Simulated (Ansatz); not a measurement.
Isomers of SiC$_{2}$ (singlet), relaxed with PBE-D4/def2-TZVP; total energies from Ansatz at PBE0-D4/def2-TZVP.

```
isomer                                       description  energy (Eh)
     A   point group Cs; 1 × C–Si 1.71 Å; 1 × C–C 1.29 Å   -365.33508
     B  point group C2v; 2 × C–Si 1.85 Å; 1 × C–C 1.27 Å   -365.33835
```

The isomers come from a short search, and lower ones may exist.

**Question.** Work out the relative energies (1 Eh = 2625.5 kJ/mol) and the Boltzmann populations at 500 K from electronic energies alone (R = 8.314 J/mol/K).

**Answer.** ΔE: A 8.6, B 0.0 kJ/mol. RT = 4.16 kJ/mol. Factors exp(−ΔE/RT): A 0.127, B 1; sum 1.127. Populations: A 11.3 %, B 88.7 %. Zero-point energy, vibrational entropy and symmetry numbers are left out and can shift these; an error of 4 kJ/mol changes a ratio by a factor of 2.6. Over the other density-functional and correlated levels in def2 sets, the gap between B and A ranges from 1 to 24 kJ/mol.
